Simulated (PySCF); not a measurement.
Other spins and charges of BH₄⁺, singlet at one geometry

All five atoms lie in one plane.

Geometry (PBE0/def2-TZVP stationary point for this spin, not checked as a minimum):

```json
{"atom": "B", "x (Å)": "0.0000", "y (Å)": "0.0000", "z (Å)": "0.0000"}
{"atom": "H", "x (Å)": "-0.0156", "y (Å)": "0.8614", "z (Å)": "0.8498"}
{"atom": "H", "x (Å)": "-0.0213", "y (Å)": "-0.8500", "z (Å)": "0.8612"}
{"atom": "H", "x (Å)": "0.0213", "y (Å)": "0.8500", "z (Å)": "-0.8612"}
{"atom": "H", "x (Å)": "0.0156", "y (Å)": "-0.8614", "z (Å)": "-0.8498"}
```

Basis aug-cc-pVDZ; PySCF 2.14.0. Only valence electrons are correlated (noble-gas cores frozen). R marks a restricted (for open shells ROHF) determinant.

Gaps are energies of the second state less the first, at fixed atoms, for a selection of the levels run; mean-field and cluster levels share one orbital occupation for each state, and full CI takes the lowest of the symmetries tried.

HF rows: RHF is the determinant under the cluster runs. The determinant for coupled cluster was chosen by a search with trial CCSD, here up to 0.24 eV above the lowest Hartree–Fock solution of its kind, and MP2 stands on that determinant too.

Adding an electron, to the doublet: -7.250 eV at RCCSDT.

```
   level  gap (eV)  error (meV)
    RMP2    -7.191           59
   RCCSD    -7.180           70
RCCSD(T)    -7.243            7
```

Triplet less singlet: 6.479 eV at RCCSDT.

```tsv
level	gap (eV)	error (meV)
RHF	5.576	-903
RMP2	6.361	-118
RCCSD	6.442	-37
RCCSD(T)	6.477	-2
SPW92	7.017	538
PBE	6.673	194
r2SCAN	6.515	36
PBE0	6.530	51
B3LYP	6.538	59
wB97M-V	6.732	253
B2PLYP	6.444	-35
```

In so small a basis the reference is far from its limit while semilocal and hybrid functionals are nearer theirs (RPA and double hybrids share part of the reference's basis error), so the functionals' errors here hold much of the reference's basis and frozen-core error, which can add to them or hide them.

Full CI isn't at hand for all of this; RCCSDT serves as the reference. It lacks quadruple excitations.
